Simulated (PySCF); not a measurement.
**1-fluorobutane: NMR shifts and spin-spin couplings**

Wanted: the NMR shifts and spin-spin couplings of 1-fluorobutane (`CCCCF`), by calculation.

Computed with PySCF 2.14.0, with density-fitted response routines of our own, on a single molecule in the gas phase. Atoms are numbered from 0 throughout.

## 1. Starting geometry

14 atoms, charge 0, multiplicity 1; geometry from: GFN2-xTB, dihedral held. The dihedral C0–C1–C2–C3 is held at 270°.

Bonds of the start (Å): C0–C1 1.52, C1–C2 1.53, C2–C3 1.52, C3–F4 1.38, C0–H5 1.09, C0–H6 1.09, C0–H7 1.09, C1–H8 1.09, C1–H9 1.09, C2–H10 1.09, C2–H11 1.09, C3–H12 1.10, C3–H13 1.09.

## 2. NMR shieldings: PBE0/pcSseg-1

Job settings and geometry (Å):

```
{"job": {"kind": "nmr", "xc": "PBE0", "basis": "pcSseg-1", "pop": false}, "charge": 0, "multiplicity": 1}
C     -1.956024    -0.030016    -0.092607
C     -0.557238    -0.206503     0.485812
C      0.539684     0.173802    -0.515519
C      0.979008    -1.010783    -1.363951
F      1.618258    -1.946836    -0.584320
H     -2.089667    -0.639561    -0.983721
H     -2.127819     1.010604    -0.359692
H     -2.707578    -0.324595     0.635875
H     -0.466111     0.423311     1.372793
H     -0.409714    -1.240348     0.801428
H      0.189560     0.964830    -1.179630
H      1.416985     0.542420     0.019830
H      1.694429    -0.709239    -2.136322
H      0.126928    -1.521038    -1.824413
```

With the program's defaults for keys left out, this is: GIAO PBE0/pcSseg-1 NMR shielding, non-relativistic, gas phase.

**Question.** This job is followed by: B3LYP/pcJ-1 indirect spin-spin coupling, non-relativistic, gas phase. Predict these results of the whole session: ¹³C shifts against TMS (PBE0/pcSseg-1); ¹H shifts against TMS (PBE0/pcSseg-1); ¹⁹F shifts against CFCl3 (PBE0/pcSseg-1); largest coupling of the table (B3LYP/pcJ-1).

As calculated:

| quantity | value |
| --- | --- |
| ¹³C shifts against TMS (PBE0/pcSseg-1) | 83.9, 36.1, 19.9, 15.8 ppm |
| ¹H shifts against TMS (PBE0/pcSseg-1) | 4.80, 4.61, 2.19, 1.65, 1.52, 1.16, 1.04, 0.90, 0.75 ppm |
| ¹⁹F shifts against CFCl3 (PBE0/pcSseg-1) | -249.5 ppm |
| largest coupling of the table (B3LYP/pcJ-1) | ¹J(C,F) C3–F4, -224.1 Hz |

What this shows: Shifts at one fixed geometry are not the observed spectrum, which averages over the motion. The geometry holds a dihedral fixed, so it need not be a minimum. In the run at B3LYP/pcJ-1, the largest coupling of the table is C3–F4, -224.1 Hz, of which the Fermi-contact term gives -274.4 Hz.
